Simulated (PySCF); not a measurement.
## Telling isomers of C₅H₅F apart by NMR

Fast rotation and ring inversion assumed for equivalent nuclei, no solvent, one computed conformer, non-relativistic Hamiltonian. J: B3LYP/pcJ-1 (spin–dipole term left out of most H,H and C,H couplings); coordinates at the PBE0-D3(BJ)/def2-SVP level; shielding tensors at PBE0/pcSseg-1 (GIAO); PySCF 2.14.0 with density-fitted response routines.

Shifts are taken against calculated references (same method and geometry level): $^{1}$H and $^{13}$C vs TMS. Multiplet labels drop J under 1 Hz and among equivalent protons, and merge close values. Unscaled 3J(H,H) run several per cent high. One-bond C–F couplings are unscaled and too large by tens of Hz. Shifts are as computed. Against solution values, carbons near 30 ppm lie about +2 ppm off and those near 130 ppm about +5 ppm. Of 1211 compounds with measured shifts, 218 miss one by over three times the rms of a fit or turn the order of signals round; such compounds aren't used in these exercises.

(1) Tabulate the signals of `C=C1C(C)=C1F`, `C=CC#CCF`, `C#C[C@@H]1C[C@@H]1F` and their relative energies.

(2) What is the quickest way to tell C=C1C(C)=C1F from C=CC#CCF?

(3) What is the quickest way to tell C=C1C(C)=C1F from C#C[C@@H]1C[C@@H]1F?

(4) What is the quickest way to tell C=CC#CCF from C#C[C@@H]1C[C@@H]1F?

Results:

(1) 
```json
{"SMILES": "C=C1C(C)=C1F", "carbon types": "3×C 1×CH2 1×CH3", "δC": "153.8, 129.8, 114.8, 59.2, 8.6", "δH": "3.67 (dd, 1H), 3.57 (dd, 1H), 2.03 (d, 3H)", "E rel. (kcal/mol)": "12.4"}
{"SMILES": "C=CC#CCF", "carbon types": "2×C 1×CH 2×CH2", "δC": "134.6, 125.0, 95.2, 94.8, 71.5", "δH": "6.05 (m, 1H), 5.82 (m, 1H), 5.73 (m, 1H), 5.20 (dq, 2H)", "E rel. (kcal/mol)": "0.0"}
{"SMILES": "C#C[C@@H]1C[C@@H]1F", "carbon types": "1×C 3×CH 1×CH2", "δC": "84.0, 73.7, 71.1, 16.2, 8.1", "δH": "4.15 (dtd, 1H), 1.76 (d, 1H), 1.20 (m, 1H), 1.01 (m, 1H), 0.85 (m, 1H)", "E rel. (kcal/mol)": "6.4"}
```

Energies are electronic energies at PBE0/pcSseg-1 on these geometries, without zero-point or thermal terms, each for the one conformer computed, which needn't be the lowest.

(2) Both give the same number of carbon signals, but DEPT or the intensities differ. The first has an allylic methyl carbon (CH3) at 8.6 ppm, the second a terminal =CH2 carbon at 134.6 ppm. Their most deshielded carbons lie at 153.8 and 134.6 ppm. In the proton spectra the most deshielded non-exchanging signals are 3.67 (dd, J = 15.6, 1.2 Hz, 1H) and 6.05 (m, 1H).

(3) Both give the same number of carbon signals, but DEPT or the intensities differ. The first has a fully substituted alkene carbon (C) at 153.8 ppm, the second a terminal alkyne carbon (CH) at 73.7 ppm. Their most deshielded carbons lie at 153.8 and 84.0 ppm. In the proton spectra the most deshielded non-exchanging signals are 3.67 (dd, J = 15.6, 1.2 Hz, 1H) and 4.15 (dtd, J = 68.5, 6.7, 3.7 Hz, 1H).

(4) Both give the same number of carbon signals, but DEPT or the intensities differ. The first has a terminal =CH2 carbon at 134.6 ppm, the second a three-membered-ring carbon (CH) at 8.1 ppm. Their most deshielded carbons lie at 134.6 and 84.0 ppm. In the proton spectra the most deshielded non-exchanging signals are 6.05 (m, 1H) and 4.15 (dtd, J = 68.5, 6.7, 3.7 Hz, 1H).
